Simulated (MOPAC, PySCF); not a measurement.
Dissociation curve of H₂, singlet.

Levels of theory: RKS-B3LYP/3-21G = PySCF with restricted B3LYP/3-21G; RKS-B3LYP/LANL2DZ = restricted B3LYP/LANL2DZ in PySCF; AM1, restricted, heats of formation (MOPAC); UCCSD(T) = PySCF 2.14.0 with CCSD(T) on UHF/6-31G.

Energies relative to the lowest point of each curve near equilibrium, in kcal/mol; the last columns give the difference from UCCSD(T):

| R / Å | RKS-B3LYP/3-21G | RKS-B3LYP/LANL2DZ | AM1 | UCCSD(T) | RKS-B3LYP/3-21G − UCCSD(T) | RKS-B3LYP/LANL2DZ − UCCSD(T) | AM1 − UCCSD(T) |
|---|---|---|---|---|---|---|---|
| 0.59 | 15.0 | 14.3 | 3.3 | 14.5 | 0.5 | -0.2 | -11.2 |
| 0.63 | 7.5 | 7.1 | 0.9 | 7.2 | 0.3 | -0.2 | -6.3 |
| 0.67 | 2.9 | 2.7 | 0.0 | 2.8 | 0.1 | -0.1 | -2.8 |
| 0.70 | 1.0 | 0.9 | 0.2 | 1.0 | 0.0 | -0.1 | -0.8 |
| 0.72 | 0.3 | 0.2 | 0.7 | 0.3 | 0.0 | -0.1 | 0.4 |
| 0.75 | 0.0 | 0.0 | 2.0 | 0.0 | 0.0 | 0.0 | 2.0 |
| 0.76 | 0.1 | 0.1 | 2.5 | 0.1 | 0.0 | 0.0 | 2.4 |
| 0.80 | 1.1 | 1.2 | 5.2 | 1.0 | 0.1 | 0.1 | 4.2 |
| 0.82 | 2.0 | 2.1 | 6.9 | 1.9 | 0.1 | 0.2 | 5.0 |
| 0.86 | 4.4 | 4.5 | 10.7 | 4.1 | 0.3 | 0.4 | 6.6 |
| 0.93 | 10.0 | 10.2 | 18.7 | 9.4 | 0.7 | 0.8 | 9.3 |
| 1.00 | 16.9 | 17.1 | 27.8 | 15.6 | 1.3 | 1.5 | 12.1 |
| 1.13 | 31.2 | 31.4 | 46.1 | 28.3 | 2.8 | 3.1 | 17.7 |
| 1.22 | 41.4 | 41.7 | 58.9 | 37.1 | 4.3 | 4.6 | 21.8 |
| 1.36 | 57.0 | 57.5 | 78.1 | 49.9 | 7.1 | 7.5 | 28.1 |
| 1.48 | 69.7 | 70.2 | 93.4 | 59.6 | 10.1 | 10.6 | 33.8 |
| 1.62 | 83.4 | 84.0 | 109.8 | 69.2 | 14.2 | 14.8 | 40.6 |
| 1.83 | 101.6 | 102.2 | 131.7 | 80.1 | 21.5 | 22.1 | 51.5 |
| 2.02 | 115.5 | 116.1 | 148.4 | 86.8 | 28.7 | 29.3 | 61.6 |
| 2.22 | 127.8 | 128.4 | 163.1 | 91.3 | 36.5 | 37.1 | 71.8 |
| 2.58 | 144.8 | 145.3 | 182.8 | 95.2 | 49.6 | 50.1 | 87.6 |
| 2.99 | 157.9 | 158.3 | 197.6 | 97.7 | 60.2 | 60.6 | 99.9 |

RKS-B3LYP/3-21G is furthest from UCCSD(T) at 2.99 (60.2 kcal/mol, above); its mean absolute difference over the points is 10.8 kcal/mol.

RKS-B3LYP/LANL2DZ is furthest from UCCSD(T) at 2.99 (60.6 kcal/mol, above); its mean absolute difference over the points is 11.1 kcal/mol.

AM1 is furthest from UCCSD(T) at 2.99 (99.9 kcal/mol, above); its mean absolute difference over the points is 26.3 kcal/mol.

The restricted form behind RKS-B3LYP/3-21G, RKS-B3LYP/LANL2DZ, AM1 keeps the bonding electrons paired and can't separate into open-shell fragments. The unrestricted determinant behind UCCSD(T) is spin-contaminated at 1.22 to 2.99 Å (<S²> up to 1.0, against 0.00 for a pure singlet).
